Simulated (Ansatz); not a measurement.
Saddle point of SiH5O, doublet (SiH₄O ([OH][SiH3]) + H → SiH₃O ([OH][SiH2]) + H₂; bonds formed: H1–H4; bonds broken: H1–Si2), PBE0-D4/def2-TZVP structure:

H1  (-0.758, -0.705, 0.886)
Si2  (0.216, 0.262, 0.146)
O3  (0.012, -0.057, -1.455)
H4  (-1.550, -1.519, 1.429)
H5  (-0.135, 1.668, 0.487)
H6  (1.611, -0.005, 0.592)
H7  (0.605, 0.356, -2.084)
(Å)

Energies are electronic, without zero-point energy. Barriers and step energies count from the start structure reached by relaxing down the imaginary mode; all methods use the PBE0-D4 structures, on which another method's saddle can fall below an end. Program: Ansatz 0.2.0. Basis: def2-TZVPP, with def2-QZVPP for the basis limit. Cores are frozen in the correlated methods; orbitals are unrestricted. B3LYP uses VWN-RPA correlation. Extrapolation: Hartree–Fock as exp(−7.88 √X), correlation as X^−2.97.

```csv
method,barrier (kJ/mol),step energy (kJ/mol)
SPW92,-17.2,-58.5
PBE-D4,3.0,-60.4
BLYP-D4,-1.5,-69.6
r2SCAN-D4,-0.7,-62.9
B97M-V,7.4,-51.7
PBE0-D4,11.0,-52.0
B3LYP-D4,4.9,-62.4
r2SCAN0-D4,?,-58.2
BHLYP-D4,14.8,-50.7
CAM-B3LYP-D4,9.7,-54.2
wB97X-V,23.0,-44.4
wB97M-V,?,-45.6
B2PLYP,17.0,-52.9
PBE-QIDH,23.2,-42.8
RPA on PBE,?,-54.0
HF,52.1,-22.1
MP2,33.9,-38.4
CCSD,26.9,-48.6
CCSD(T),25.3,-49.0
```

Problem. Fill in the withheld barriers. (Judge from chemistry; the value comes from the calculation.)

Solution. Computed: wB97M-V 23.0; r2SCAN0-D4 3.8; RPA on PBE 27.6 kJ/mol. Each is the energy of the saddle less that of the start structure, by the same method.

For comparison, the barrier by CCSD(T) at an estimated basis limit (MP2 extrapolated from triple and quadruple zeta, plus CCSD(T) − MP2 in triple zeta) is 23.3 kJ/mol.

T1 diagnostic: at most 0.015. ⟨S²⟩ of the unrestricted Hartree–Fock references: 0.75 to 0.76 (a pure state has 0.75).

Radical steps of this kind take place in plasma deposition and etching.

Labels in which every atom is bracketed show which atoms are joined, not bond orders.

For scale, one of the runs: CCSD(T)/def2-TZVPP, 143 basis functions, launched by `ansatz run in.yaml --threads 2 --pin off --events-out ev --progress --plain --max-ram 4352MiB`. Time: 25 s of wall clock on 2 CPU threads of an Arm Neoverse V2; the host was shared. Peak host memory: 1.8 GiB.
